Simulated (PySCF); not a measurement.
# Variants of one PySCF input: SiS

Base input, run as `OMP_NUM_THREADS=1 python input.py` with PySCF 2.14:

```python
from pyscf import gto, scf, mp

mol = gto.M(
    atom='Si 0 0 0; S 0 0 1.795',
    basis='6-311++g**',
    charge=0,
    spin=0,
    verbose=4,
)
mf = scf.UHF(mol)
mf.kernel()
mp.MP2(mf, frozen=10).kernel()
mf.dip_moment()
print('orbital energies (hartree):', [e[max(0, n-3):n+3].round(4) for e, n in zip(mf.mo_energy, mol.nelec)])
```

Base result: E(SCF) = -686.472214 Eh, 12 cycles, E(MP2) − E(SCF) = -0.19755 Eh, μz(SCF) = -1.76 D. The bond length is a typed value, not an optimised one. No search for the lowest solution was made.

It ran on Intel Xeon Platinum 8375C @ 2.90GHz (1 thread, shared host) in 1.5 s, peak memory 0.13 GiB.

Each row names what differs from the base; energies in brackets are changes from the base.

```tsv
change	result
geometry: bond 1.795 → bond 25 [unsound on purpose] [stretched restricted solution, likely unstable]	not converged: SCF after 50 cycles
spin (2S): 0 → 4 [a high spin state]	E(SCF) = -686.271423 Eh (+5.4638 eV), 11 cycles, E(MP2) − E(SCF) = -0.13775 Eh, ⟨S²⟩ = 6.009, μz(SCF) = -0.34 D
functional: none (Hartree–Fock) → bp86; SCF type: UHF → UKS; step after the SCF: mp2 → analyze	E(SCF) = -687.761556 Eh, 10 cycles, μz(SCF) = -1.10 D
geometry: bond 1.795 → bond 1.669	E(SCF) = -686.424826 Eh (+1.2895 eV), 11 cycles, E(MP2) − E(SCF) = -0.19492 Eh, μz(SCF) = -1.03 D
step after the SCF: mp2 → gradient	E(SCF) = -686.472214 Eh (+0.0000 eV), 12 cycles, μz(SCF) = -1.76 D, gradient on the second atom -0.1101 Eh/bohr
frozen orbitals: 10 → 11	E(SCF) = -686.472214 Eh (+0.0000 eV), 12 cycles, E(MP2) − E(SCF) = -0.15613 Eh, μz(SCF) = -1.76 D
initial guess: minao → chk (no such guess here, so PySCF falls back to its default)	E(SCF) = -686.472214 Eh (+0.0000 eV), 12 cycles, E(MP2) − E(SCF) = -0.19755 Eh, μz(SCF) = -1.76 D
PCM solvent, dielectric constant: none → 20.5; step after the SCF: mp2 → analyze	E(SCF) = -686.475453 Eh (-0.0881 eV), 11 cycles, μz(SCF) = -2.49 D
geometry: bond 1.795 → bond 3.59 [stretched restricted solution, likely unstable]	E(SCF) = -686.237451 Eh (+6.3882 eV), E(MP2) − E(SCF) = -0.16044 Eh, μz(SCF) = -4.40 D
length unit: angstrom → bohr [unsound on purpose]	E(SCF) = -683.345549 Eh (+85.0809 eV), 9 cycles, E(MP2) − E(SCF) = -0.18556 Eh, μz(SCF) = 1.46 D
geometry: bond 1.795 → bond 1.741	E(SCF) = -686.457477 Eh (+0.4010 eV), 11 cycles, E(MP2) − E(SCF) = -0.19632 Eh, μz(SCF) = -1.44 D
geometry: bond 1.795 → bond 2.692 [stretched restricted solution, likely unstable]	E(SCF) = -686.335995 Eh (+3.7067 eV), 15 cycles, E(MP2) − E(SCF) = -0.21815 Eh, μz(SCF) = -6.46 D
geometry: bond 1.795 → bond 1.849	E(SCF) = -686.480429 Eh (-0.2235 eV), 12 cycles, E(MP2) − E(SCF) = -0.19894 Eh, μz(SCF) = -2.07 D
geometry: bond 1.795 → bond 1.58	E(SCF) = -686.357048 Eh (+3.1338 eV), 11 cycles, E(MP2) − E(SCF) = -0.19355 Eh, μz(SCF) = -0.55 D
charge: 0 → 1; spin (2S): 0 → 1 [another spin of the ion may lie lower]	E(SCF) = -686.116514 Eh (+9.6791 eV), 15 cycles, E(MP2) − E(SCF) = -0.18662 Eh, ⟨S²⟩ = 0.784
geometry: bond 1.795 → bond 5.385 [stretched restricted solution, likely unstable]	E(SCF) = -686.208642 Eh (+7.1722 eV), E(MP2) − E(SCF) = -0.14624 Eh, μz(SCF) = -0.41 D
basis set: 6-311++g** → cc-pvdz-dk; spin-free X2C: off → on	E(SCF) = -688.148319 Eh, 11 cycles, E(MP2) − E(SCF) = -0.19808 Eh, μz(SCF) = -1.49 D
```

Task: Order these changes by how far they move the SCF energy from the base, largest first: (1) geometry: bond 1.795 → bond 1.58; (2) geometry: bond 1.795 → bond 2.692; (3) geometry: bond 1.795 → bond 3.59; (4) geometry: bond 1.795 → bond 5.385.

Result: (4) +7.1722 eV, (3) +6.3882 eV, (2) +3.7067 eV, (1) +3.1338 eV.
